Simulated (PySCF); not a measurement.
SMILES C=CC=C (B3LYP/def2-SVP optimised geometry):

```
10

C      1.756    -0.601     0.000
C      0.413    -0.601     0.000
C     -0.413     0.601     0.000
C     -1.756     0.601     0.000
H      2.326     0.334     0.000
H      2.330    -1.532     0.000
H     -0.123    -1.559     0.000
H      0.123     1.559     0.000
H     -2.330     1.531     0.000
H     -2.325    -0.334     0.000
```

Computed with B3LYP/def2-TZVP run with PySCF.

What are the frontier orbital energies and the dipole moment?

HOMO-2 -9.56 eV, HOMO-1 -9.04 eV, HOMO -6.59 eV, LUMO -1.13 eV, LUMO+1 1.33 eV; dipole moment 0.00 D.

Meta-Löwdin charges at B3LYP/def2-TZVP: C1 -0.25, C2 -0.09, C3 -0.09, C4 -0.25, H5 0.11, H6 0.12, H7 0.11, H8 0.11, H9 0.12, H10 0.11.
